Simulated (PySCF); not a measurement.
## One molecule, many inputs

Molecule: `C=C(C)[C@H]1C=N1`, C5H7N; geometry GFN2-xTB.

Geometry:
```json
{"atom": "C1", "x (Å)": "-0.518", "y (Å)": "1.052", "z (Å)": "-1.425"}
{"atom": "C2", "x (Å)": "-0.250", "y (Å)": "0.257", "z (Å)": "-0.398"}
{"atom": "C3", "x (Å)": "-1.214", "y (Å)": "0.013", "z (Å)": "0.723"}
{"atom": "C4", "x (Å)": "1.042", "y (Å)": "-0.453", "z (Å)": "-0.304"}
{"atom": "C5", "x (Å)": "1.616", "y (Å)": "-0.831", "z (Å)": "0.983"}
{"atom": "N6", "x (Å)": "1.097", "y (Å)": "-1.797", "z (Å)": "0.386"}
{"atom": "H7", "x (Å)": "0.187", "y (Å)": "1.206", "z (Å)": "-2.223"}
{"atom": "H8", "x (Å)": "-1.453", "y (Å)": "1.578", "z (Å)": "-1.504"}
{"atom": "H9", "x (Å)": "-0.798", "y (Å)": "0.366", "z (Å)": "1.668"}
{"atom": "H10", "x (Å)": "-2.155", "y (Å)": "0.524", "z (Å)": "0.542"}
{"atom": "H11", "x (Å)": "-1.399", "y (Å)": "-1.056", "z (Å)": "0.824"}
{"atom": "H12", "x (Å)": "1.709", "y (Å)": "-0.330", "z (Å)": "-1.152"}
{"atom": "H13", "x (Å)": "2.132", "y (Å)": "-0.528", "z (Å)": "1.862"}
```

All runs: PySCF, non-relativistic, gas phase unless a solvent (IEF-PCM) is named; grid level 2, GIAOs and SCF threshold 1e-9 unless changed. The yardstick, PBE0/pcSseg-1, gives these isotropic shieldings σ (ppm, equivalent atoms averaged): C5 5.2, C2 32.3, C1 70.4, C3 162.9, H13 20.93, H12 29.61, H9/H10/H11 30.41.

(1) What do these inputs give? (1) OPBE/pcSseg-1; (2) PBE0/6-311+G(2d,p); conv 1e-06

(2) Comment on the technical settings.

Answers

(1) 
| run | outcome | functions | wall time | C5 | C2 | C1 | C3 | H13 | H12 | H9/H10/H11 |
| --- | --- | --- | --- | --- | --- | --- | --- | --- | --- | --- |
| 1 | converged | 137 | 26 s | 14.7 | 42.0 | 77.0 | 163.6 | 21.11 | 29.55 | 30.34 |
| 2 | converged | 204 | 27 s | 9.6 | 34.1 | 75.6 | 165.7 | 21.14 | 29.58 | 30.67 |

Times are on 1 thread of an Intel Xeon Platinum 8259CL, shared host.

(2) 
- Run 2: The orbital basis differs from the yardstick's, which in itself moves the values. A loose SCF threshold (1e-06) leaves errors in the orbitals that response properties inherit.
